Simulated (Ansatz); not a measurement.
# BHS: the cost of one run

Computed with Ansatz 0.2.0, Gaussian basis. Level: def2-QZVPP, all electrons in the functionals, frozen cores in the correlation of double hybrids and RPA.

The runs, in order: wB97M-V, B2PLYP, at charge 0, triplet; charge 0, singlet; charge 0, quintet; charge 1, doublet; charge 1, quartet.

2 further runs of the same task are left out: 2 set aside as unsound or not needed.

### Step 1. The system

The geometry is a PBE0/def2-TZVP stationary point (not a proven minimum).

3 atoms, charge 0, spin multiplicity 3.

Atoms are counted from 1 here; the program's logs count them from 0.

Bond lengths: B1–S2 1.710 Å, S2–H3 1.369 Å. Angles: B1–S2–H3 103.8°.

No dispersion term is added; wB97M-V holds VV10 nonlocal correlation.

The geometry shown and the zero of energy belong to the point charge 0, triplet. The yardstick, UCCSD(T), and other wave-function levels (R restricted, U unrestricted, valence and pair active spaces) come from earlier runs.

### Step 2. wB97M-V, charge 0, triplet

in.yaml

```yaml
crystal:
  periodic: [false, false, false]
  atoms:
    - {symbol: B, position_ang: [0.000000, 0.089300, 1.293314]}
    - {symbol: S, position_ang: [0.000000, -0.068618, -0.409085]}
    - {symbol: H, position_ang: [0.000000, 1.225097, -0.857906]}
basis:
  gaussian: {orbitals: "def2-QZVPP.json"}
magnetization: {spin_polarized: true, initial_magnetization: 2}
hamiltonian: {xc: {name: wB97M-V}}
output: {orbitals: {seedname: orbitals}}
```

Launch:

```bash
> ansatz run in.yaml --threads 1 --pin off --events-out ev --progress --plain --max-ram 2393MiB
```

**Question.** How long does this run take on 1 thread of Arm Neoverse V2, shared host, and how much memory does it need?

About 11 s, with a peak of 0.32 GiB.
